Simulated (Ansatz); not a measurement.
**Al2H (quartet): the correlation ladder at distance Al1–Al2 = 3.831 Å, 6-31G**

Aim: climb from Hartree-Fock through coupled cluster and multireference methods for Al2H (quartet) at one geometry and basis, and see what each rung misses.

Program: Ansatz 0.2.0, Gaussian basis. Level of theory: 6-31G, core rule «outside noble gas», up to 10 orbitals frozen. These are calculated values, not measurements.

Plan: UHF; CCSD(T) on ROHF; CCSD(T) on UHF; BCCD(T) on ROHF; CISD; CCSDT(Q) on ROHF; CCSDT(Q) on UHF; CISDTQ; CCSDTQ on ROHF; CCSDTQ on UHF; CASSCF and MRCISD+Q, 5 electrons in 5 orbitals; CASSCF and NEVPT2, 5 electrons in 5 orbitals; CASSCF and MRCISD+Q, 7 electrons in 9 orbitals; CASSCF and NEVPT4(SD), 7 electrons in 9 orbitals; CASSCF and NEVPT2, 7 electrons in 9 orbitals; Full CI.

20 further runs of the same task are left out: 18 that didn't finish, 2 set aside as unsound or not needed.

## (1) The system

The geometry derives from a PBE0/def2-TZVP stationary point (not a proven minimum). One bond is set to the value named and the two fragments are kept rigid.

3 atoms, charge 0, spin multiplicity 4.

Atoms are counted from 1 here; the program's logs count them from 0.

Bond lengths: Al1–H3 1.583 Å.

## (2) UHF

in.yaml

```yaml
crystal:
  periodic: [false, false, false]
  atoms:
    - {symbol: Al, position_ang: [0.000000, 0.000000, 0.749251]}
    - {symbol: Al, position_ang: [0.000000, 0.000000, -3.081749]}
    - {symbol: H, position_ang: [0.000000, 0.000000, 2.332498]}
basis:
  gaussian: {orbitals: 6-31G}
magnetization: {spin_polarized: true, initial_magnetization: 3}
hamiltonian: {xc: hf}
output: {orbitals: {seedname: orbitals}}
```

Started as:

```
$ ansatz run in.yaml --threads 1 --pin off --events-out ev --progress --plain --max-ram 2393MiB
```

The runs that follow: CCSD(T) on ROHF; CCSD(T) on UHF; BCCD(T) on ROHF; CISD; CCSDT(Q) on ROHF; CCSDT(Q) on UHF; CISDTQ; CCSDTQ on ROHF; CCSDTQ on UHF; CASSCF and MRCISD+Q, 5 electrons in 5 orbitals; CASSCF and NEVPT2, 5 electrons in 5 orbitals; CASSCF and MRCISD+Q, 7 electrons in 9 orbitals; CASSCF and NEVPT4(SD), 7 electrons in 9 orbitals; CASSCF and NEVPT2, 7 electrons in 9 orbitals; Full CI.

**Question.** What will the summary of the whole plan be? Wanted: FCI below the RHF energy; RMP2 from FCI; UMP2 from FCI; RCCSD from FCI; RCCSD(T) from FCI; UCCSD(T) from FCI; RCCSDT(Q) from FCI; UCCSDT(Q) from FCI; NEVPT2 pair from FCI.

**Answer**, as computed:

```
                         quantity                                                                                                                 value
         FCI below the RHF energy                                                                                                            -1.8460 eV
                    RMP2 from FCI                                                                                                           +1087.0 meV
                    UMP2 from FCI                                                                                                            +832.7 meV
                   RCCSD from FCI                                                                                                            +165.3 meV
                RCCSD(T) from FCI                                                                                                             +59.1 meV
                UCCSD(T) from FCI                                                                                                             +86.5 meV
               RCCSDT(Q) from FCI                                                                                                              +2.6 meV
               UCCSDT(Q) from FCI                                                                                                               0.0 meV
             NEVPT2 pair from FCI                                                                                                            +693.3 meV
           MRCISD+Q pair from FCI                                                                                                             +74.6 meV
          NEVPT2 valence from FCI                                                                                                            +190.1 meV
levels within 1 kcal/mol (43 meV)  RCCSDT, UCCSDT, CISDTQ, RCCSDT(Q), UCCSDT(Q), RCCSDTQ, UCCSDTQ, NEVPT4(SD) valence, MRCISD valence, MRCISD+Q valence
                    T1 diagnostic                                                                                                                 0.043
   effectively unpaired electrons                                                                                                                  3.20
```

**Reading.** RCCSD(T) misses by +59.1 meV, 3.2 % of the correlation energy. CCSD(T) misses by +59.1 meV on the restricted determinant and by +86.5 meV on the unrestricted one; the two need not hold the same state or core. The occupations are near whole numbers, but T1 = 0.043 shows that the orbitals relax strongly. Of the multireference levels listed MRCISD+Q valence comes nearest in total energy (+4.8 meV), which doesn't show that its space is the better one. Coupled cluster took another determinant than the lowest Hartree-Fock one. These misses are within one basis, not against nature; the frozen cores of restricted and unrestricted runs differ, which can shift their rows.
